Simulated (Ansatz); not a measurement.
Predict the output of the script below (the Python package of Ansatz (0.2.0)).

`spin_c3h5no.py`:
```python
'''Gap between spin states of C3H5NO at one geometry.'''

import warnings

import ansatz as az
from ase import Atoms

config = {
    'basis_set': 'def2-TZVP',
    'functional': 'PBE',
}


def main() -> None:
    warnings.simplefilter('ignore', az.DeckWarning)

    atoms = Atoms(['N', 'C', 'C', 'O', 'C', 'H', 'H', 'H', 'H', 'H'], positions=[
        [-0.8442, 1.02, -0.7176],
        [0.2593, 0.3332, -0.6415],
        [0.4004, -0.8222, -0.0086],
        [-0.5441, -1.4282, 0.6322],
        [1.1543, 0.3194, 0.4685],
        [-1.6041, 0.6562, -0.1315],
        [-1.2145, 1.0546, -1.6815],
        [-0.5431, -2.352, 0.3448],
        [0.8089, 0.7974, 1.4436],
        [2.2103, 0.3706, 0.2946],
    ])
    system = az.Crystal.molecule_from_ase(atoms)

    setup = system.calculation()
    setup = setup.basis(gaussian=config['basis_set'])
    setup = setup.functional(config['functional'])
    found = {}
    for unpaired in [0, 2, 4]:
        rep = setup.spin('collinear', total=unpaired).run(threads=1).report
        s = unpaired / 2
        found[unpaired] = rep['free_energy_ev']
        print(f'2S+1 = {unpaired + 1}: E = {found[unpaired]:.5f} eV, <S^2> = {abs(rep["mean_field"]["state"]["spin_squared"]):.3f} (pure state {s * (s + 1):.2f})')
    lowest = min(found, key=found.get)
    for unpaired, e in found.items():
        print(f'multiplicity {unpaired + 1}: {(e - found[lowest]):.3f} eV above the lowest')


if __name__ == '__main__':
    main()
```

```console
$ python spin_c3h5no.py
2S+1 = 1: E = -6719.40155 eV, <S^2> = 0.000 (pure state 0.00)
2S+1 = 3: E = -6717.59766 eV, <S^2> = 2.004 (pure state 2.00)
2S+1 = 5: E = -6712.05576 eV, <S^2> = 6.005 (pure state 6.00)
multiplicity 1: 0.000 eV above the lowest
multiplicity 3: 1.804 eV above the lowest
multiplicity 5: 7.346 eV above the lowest
```

In order: multiplicity 1 (+0.00 eV), multiplicity 3 (+1.80 eV) and multiplicity 5 (+7.35 eV), all at the one geometry.

What to keep in mind:
- Total energies depend on the basis set; only differences at equal settings carry meaning.
- The geometry is a force-field or estimated start, not a minimum of this method, and the basis set is short of its limit. All parts are taken at fixed geometry, without zero-point energy.
- Run time: 30 s on 1 thread of Arm Neoverse V2 (shared host), peak memory 0.41 GiB.

(Lines on the test bed's own set-up are left out of the output.)
